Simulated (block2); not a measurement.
# BNH2Cl (SMILES N[B]Cl) at DMRG/STO-3G

Aim: the vertical ionisation energy of BNH2Cl at DMRG/STO-3G, from 2 runs. 

The calculation is run with block2 0.5.4.

3 further runs of the same task are left out: 1 that didn't finish, 2 set aside as unsound or not needed.

### 1 The structure to begin with

BNH2Cl: 5 atoms, total charge 0, spin state doublet. SMILES: `N[B]Cl`. The shape is that of a PBE0-D4/def2-TZVP optimisation. This is one conformer, not always the lowest.

Bond lengths: N1–B2 1.376 Å, B2–Cl3 1.746 Å, N1–H4 1.005 Å, N1–H5 1.010 Å. Angles: N1–B2–Cl3 124.3°, B2–N1–H4 122.3°, B2–N1–H5 123.4°, H4–N1–H5 114.3°.

### 2 The energy at DMRG/STO-3G

File integrals.py:

```python
from pyscf import ao2mo, cc, dft, gto, mcscf, mp, scf
from pyscf.tools import fcidump

mol = gto.M(atom="""
N
B 1 1.376407
Cl 2 1.745904 1 124.34686
H 1 1.005235 2 122.25328 3 179.98145
H 1 1.010444 4 114.34434 2 179.99344
""", basis="sto-3g", charge=0, spin=1, verbose=4)
print("nao                      = %d" % (mol.nao))
mf = scf.ROHF(mol)
mf.conv_tol = 1e-10
mf.max_cycle = 200
mf.kernel()
if not mf.converged:
    mf = mf.newton().run(mf.mo_coeff, mf.mo_occ)
print("SCF energy               = %.10f" % (mf.e_tot))
# MP2, CCSD and CCSD(T) with the same frozen core
ref = scf.UHF(mol).run(mf.make_rdm1(), conv_tol=1e-10)
pt = mp.MP2(ref, frozen=7).run()
mycc = cc.CCSD(ref, frozen=7)
mycc.max_cycle = 150
mycc.kernel()
print(f"MP2 total energy         = {pt.e_tot:.10f}")
if mycc.converged:
    print("E(CCSD)                  = %.10f" % (mycc.e_tot))
    print(f"CCSD(T) total energy     = {mycc.e_tot + mycc.ccsd_t():.10f}")
# a few density functionals on the same geometry and basis
ks = dft.UKS(mol, xc="hse06").set(conv_tol=1e-9, verbose=3).run(mf.make_rdm1())
if ks.converged:
    print(f"E(HSE06)                 = {ks.e_tot:.8f}")
ks = dft.UKS(mol, xc="pbe0").set(conv_tol=1e-9, verbose=3).run(mf.make_rdm1())
if ks.converged:
    print(f"E(PBE0)                  = {ks.e_tot:.8f}")
ks = dft.UKS(mol, xc="m06l").set(conv_tol=1e-9, verbose=3).run(mf.make_rdm1())
if ks.converged:
    print("E(M06-L)                 = %.8f" % (ks.e_tot))
ks = dft.UKS(mol, xc="blyp").set(conv_tol=1e-9, verbose=3).run(mf.make_rdm1())
if ks.converged:
    print(f"E(BLYP)                  = {ks.e_tot:.8f}")
ks = dft.UKS(mol, xc="camb3lyp").set(conv_tol=1e-9, verbose=3).run(mf.make_rdm1())
if ks.converged:
    print("E(CAM-B3LYP)             = %.8f" % (ks.e_tot))
# FCIDUMP for the DMRG program
cas = mcscf.CASCI(mf, 14, 17)
h1, ecore = cas.get_h1eff()
fcidump.from_integrals("FCIDUMP", h1, cas.get_h2eff(), 14, 17, nuc=ecore, ms=1)
```

File block.conf:

```
sym c1
orbitals FCIDUMP
nelec 17
spin 1
irrep 1
occ 2 2 2 2 2 2 2 2 1 0 0 0 0 0
cbias 0.2
schedule
0 25 1E-08 1E-04
2 50 1E-08 1E-04
4 100 1E-08 1E-05
7 100 1E-09 0.0
end
maxiter 13
sweep_tol 1E-06
fiedler
mem 2g
num_thrds 1
prefix ./tmp
outputlevel 1
onepdm
```

Started as:

```
python integrals.py && block2main block.conf
```

What it wrote:

```text
$ python integrals.py

[... 62 lines left out ...]
converged SCF energy = -533.865371359917
[... 61 lines left out ...]
converged SCF energy = -533.866521355495  <S^2> = 0.75871539  2S+1 = 2.0086965
[... 37 lines left out ...]
UCCSD converged
[... 4 lines left out ...]
CCSD(T) total energy     = -533.9730836357
[... 20 lines left out ...]
converged SCF energy = -534.722938033759  <S^2> = 0.75493245  2S+1 = 2.0049264
[... 21 lines left out ...]
converged SCF energy = -534.842607875524  <S^2> = 0.75302534  2S+1 = 2.0030231
[... 48 lines left out ...]
integral sym error =            0
[... 46 lines left out ...]
DMRG Energy = -533.973038819938552
[... 19 lines left out ...]
Expectation | Direction =  forward | BRA bond dimension =  100 | KET bond dimension =  100
Time elapsed =      0.088
NPDM Sorting | Nsites =    14 | Nmaxops =  2 | DotSite = 2 | SymbolFree = T | Compressed = T | LowMem = F | Mem = 1.53 KB
Ttotal =      0.000

DMRG OCC =   1.988 1.997 1.979 1.976 1.983 1.970 1.996 1.981 1.000 0.050 0.021 0.022 0.020 0.018
```

Wall time 40 s (1 thread of Arm Neoverse V1, shared host); peak memory 0.21 GiB.

### 3 The singlet cation: the energy at DMRG/STO-3G

File prepare.py:

```python
from pyscf import ao2mo, cc, dft, gto, mcscf, mp, scf
from pyscf.tools import fcidump

mol = gto.M(atom=[
    ("N", (-0.334000, 0.412100, -0.256700)),
    ("B", (-0.098400, -0.544600, 0.704400)),
    ("Cl", (1.343200, -1.526200, 0.784600)),
    ("H", (-1.176700, 0.959900, -0.273100)),
    ("H", (0.315800, 0.625100, -1.000600)),
], basis="sto-3g", charge=1, spin=0, verbose=4)
print("nao                     : %d" % (mol.nao))
mf = scf.RHF(mol)
mf.conv_tol = 1e-10
mf.max_cycle = 200
mf.kernel()
if not mf.converged:
    mf = mf.newton().run(mf.mo_coeff, mf.mo_occ)
print("reference energy        : %.10f" % (mf.e_tot))
# MP2, CCSD and CCSD(T) with the same frozen core
ref = mf
pt = mp.MP2(ref, frozen=7).run()
mycc = cc.CCSD(ref, frozen=7)
mycc.max_cycle = 150
mycc.kernel()
print(f"E(MP2)                  : {pt.e_tot:.10f}")
if mycc.converged:
    print("E(CCSD)                 : %.10f" % (mycc.e_tot))
    print(f"CCSD(T) total energy    : {mycc.e_tot + mycc.ccsd_t():.10f}")
    print(f"T1                      : {mycc.get_t1_diagnostic():.4f}")
# a few density functionals on the same geometry and basis
ks = dft.RKS(mol, xc="hse06").set(conv_tol=1e-9, verbose=3).run()
if ks.converged:
    print("E(HSE06)                : %.8f" % (ks.e_tot))
ks = dft.RKS(mol, xc="pbe0").set(conv_tol=1e-9, verbose=3).run()
if ks.converged:
    print("E(PBE0)                 : %.8f" % (ks.e_tot))
ks = dft.RKS(mol, xc="m06l").set(conv_tol=1e-9, verbose=3).run()
if ks.converged:
    print("E(M06-L)                : %.8f" % (ks.e_tot))
ks = dft.RKS(mol, xc="blyp").set(conv_tol=1e-9, verbose=3).run()
if ks.converged:
    print(f"E(BLYP)                 : {ks.e_tot:.8f}")
ks = dft.RKS(mol, xc="camb3lyp").set(conv_tol=1e-9, verbose=3).run()
if ks.converged:
    print(f"E(CAM-B3LYP)            : {ks.e_tot:.8f}")
# CCSD natural orbitals
occ_no, mo = mcscf.addons.make_natural_orbitals(cc.CCSD(mf, frozen=7).run())
mf.mo_coeff = mo
# FCIDUMP for the DMRG program
cas = mcscf.CASCI(mf, 14, 16)
h1, ecore = cas.get_h1eff()
fcidump.from_integrals("FCIDUMP", h1, cas.get_h2eff(), 14, 16, nuc=ecore, ms=0)
```

File dmrg.conf:

```
sym c1
orbitals FCIDUMP
nelec 16
spin 0
irrep 1
occ 2 2 2 2 2 2 2 2 0 0 0 0 0 0
cbias 0.2
schedule
0 50 1E-09 1E-04
2 75 1E-09 1E-04
4 100 1E-09 1E-05
8 100 1E-10 0.0
end
maxiter 14
sweep_tol 1E-07
fiedler
mem 2g
num_thrds 1
prefix ./tmp
outputlevel 1
onepdm
```

Started as:

```
python prepare.py && block2main dmrg.conf
```

What it wrote:

```text
$ python prepare.py

[... 64 lines left out ...]
converged SCF energy = -533.616186140569
[... 23 lines left out ...]
Init t2, MP2 energy = -533.729914034331  E_corr(MP2) -0.113727893761956
[... 17 lines left out ...]
CCSD(T) total energy    : -533.7600771685
[... 21 lines left out ...]
converged SCF energy = -534.471586720534
[... 21 lines left out ...]
converged SCF energy = -534.609734507846
[... 25 lines left out ...]
Init t2, MP2 energy = -533.729914034331  E_corr(MP2) -0.113727893761956
[... 60 lines left out ...]
integral sym error =            0
[... 52 lines left out ...]
DMRG Energy = -533.760630811324177
[... 19 lines left out ...]
Expectation | Direction =  forward | BRA bond dimension =  100 | KET bond dimension =  100
Time elapsed =      0.079
NPDM Sorting | Nsites =    14 | Nmaxops =  2 | DotSite = 2 | SymbolFree = T | Compressed = T | LowMem = F | Mem = 1.53 KB
Ttotal =      0.000

DMRG OCC =   1.999 1.990 1.985 1.984 1.976 1.970 1.945 1.940 0.068 0.060 0.022 0.021 0.019 0.021
```

Wall time 35 s (1 thread of Arm Neoverse V1, shared host); peak memory 0.2 GiB.

### 4 Summary of results

At DMRG/STO-3G, 7 core orbitals frozen:

| quantity | value |
| --- | --- |
| run 1, DMRG/STO-3G: total energy | -533.97304 Eh |
| singlet cation: total energy | -533.76063 Eh |
| singlet cation: T1 diagnostic of the CCSD step | 0.031 |
| vertical ionisation energy (to the singlet cation) | 5.780 eV |

In words: The vertical ionisation energy comes to 5.78 eV (133 kcal/mol). Only the singlet of the ionised species was computed; a triplet could lie lower. In a minimal basis such a difference can be off by several eV, whatever the method. The T1 diagnostic (singlet cation) of 0.031 is above the customary mark for such species, so a single reference may not serve.
